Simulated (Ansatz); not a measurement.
Task: a composite energy at a relaxed geometry of BF (charge -1), with Ansatz's Python interface. Give the script and its output. Use (for the species named): r2SCAN, def2-SVP basis, multiplicity 2.

```csv
atom,x (Å),y (Å),z (Å)
B,0.0000,0.0000,0.0000
F,0.0000,0.0000,1.5300
```

`composite_bf.py`
```python
import itertools

import ansatz as az
from ase.data import atomic_numbers, covalent_radii
import numpy as np

bf = (
    az.Crystal.molecule()
    .atom("B", [0.0, 0.0, 0.0])
    .atom("F", [0.0, 0.0, 1.53])
)

model = (
    bf.calculation()
    .basis(gaussian="def2-SVP")
    .functional("r2scan")
    .charge(-1)
    .spin("collinear", total=1)
)
symbols = [site.symbol for site in bf.cartesian_sites]
start = np.array([site.position_ang for site in bf.cartesian_sites], dtype=float)
report = model.relax(force_tolerance=0.01).run(threads=1).report
end = np.array(report["positions_ang"])
radius = [covalent_radii[atomic_numbers[s]] for s in symbols]
span = lambda where, i, j: np.linalg.norm(where[i] - where[j])
bonded = [(i, j) for i, j in itertools.combinations(range(len(symbols)), 2) if min(span(start, i, j), span(end, i, j)) < 1.2 * (radius[i] + radius[j])]
print("pair        before    after (A)")
for i, j in bonded:
    print(f"{symbols[i]}{i}-{symbols[j]}{j}".ljust(10), f"{span(start, i, j):8.4f} {span(end, i, j):8.4f}")

minimum = az.Crystal.molecule()
for symbol, place in zip(symbols, end):
    minimum = minimum.atom(symbol, place.tolist())
at_minimum = minimum.calculation().charge(-1).spin("collinear", total=1)
level = lambda method, basis: at_minimum.basis(gaussian=basis).correlation(method).run(threads=1).report
small, large, cluster = level("mp2", "cc-pVDZ"), level("mp2", "cc-pVTZ"), level("ccsd_t", "cc-pVDZ")
corr = lambda each: (each["free_energy_ev"] - each["reference_energy_ev"]) / 27.211386246
mp2_limit = (27 * corr(large) - 8 * corr(small)) / 19
pieces = {"HF / cc-pVTZ": large["reference_energy_ev"] / 27.211386246, "MP2 correlation, DZ-TZ limit": mp2_limit, "CCSD(T) - MP2 / cc-pVDZ": corr(cluster) - corr(small)}
for name, value in pieces.items():
    print(f"{name:32s} {value:14.6f} Ha")
print(f"{'sum':32s} {sum(pieces.values()):14.6f} Ha")
print("T1 diagnostic", round(cluster["correlation"]["coupled_cluster"]["t1_diagnostic"], 4))
```

```console
$ python composite_bf.py
pair        before    after (A)
B0-F1        1.5300   1.3852
HF / cc-pVTZ                        -124.087967 Ha
MP2 correlation, DZ-TZ limit          -0.367518 Ha
CCSD(T) - MP2 / cc-pVDZ               -0.021974 Ha
sum                                 -124.477460 Ha
T1 diagnostic 0.0171
```

Total energies depend on the basis set; only differences at equal settings carry meaning. The sum leaves out core correlation, relativity, the Hartree-Fock basis error and zero-point energy; a DZ-TZ extrapolation is rough. The species is open-shell (spin multiplicity 2). Inner cores stay frozen, so this is valence correlation. The spin state was assumed, and another may lie lower. Anions want diffuse functions, which this basis lacks. Processor time in the engine: 18 s on 1 thread of AMD EPYC (Zen 3) (shared host), peak memory 0.18 GiB.

(Lines on the test bed's own set-up are left out of the output.)
